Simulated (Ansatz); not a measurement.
Barrier F− + CH3F (SMILES CF) via CH3F2, on the benchmark's geometries as Psi4's copy gives them; open shells unrestricted, no zero-point energy, no spin–orbit coupling.
Transition structure (charge -1, multiplicity 1, Z-matrix in Å and degrees):
```
C
H 1 1.0696
H 1 1.0696 2 120.00
H 1 1.0696 2 120.04 3 179.99
F 1 1.8234 2 89.98 3 -89.99
F 1 1.8241 2 89.99 3 89.99
```

Programs: Ansatz (an electronic-structure program) with Gaussian orbitals. Each number belongs to the level named beside it.

The barrier height (kcal/mol) and the share of exact exchange:

```
functional          exact exchange (%)  value
------------------  ------------------  -----
PBE/def2-TZVPPD                      0  -5.73
PBE0/def2-TZVPPD                    25  -0.94
BLYP/def2-TZVPPD                     0  -5.27
B3LYP/def2-TZVPPD                   20  -2.06
BHLYP/def2-TZVPPD                   50   1.53
r2SCAN/def2-TZVPPD                   0  -5.61
```

Task: Take the value as linear in the share of exact exchange along PBE and PBE0. Give the slope, say whether the sign turns, and set the other functionals against that line.

Result: 
Slope: (-0.94 − (-5.73))/2.5 = 1.92 kcal/mol for each 10 %. The line crosses zero at 30 %, where the sign would turn. At 50 % it gives 3.9 kcal/mol. The LYP pair gives (1.53 − (-5.27))/5 = 1.36 for each 10 %. BHLYP, at 50 %, lies -2.3 from the PBE line. B3LYP, at 20 %, lies -0.2 from the PBE line. r2SCAN, with none, stands 0.1 from PBE.
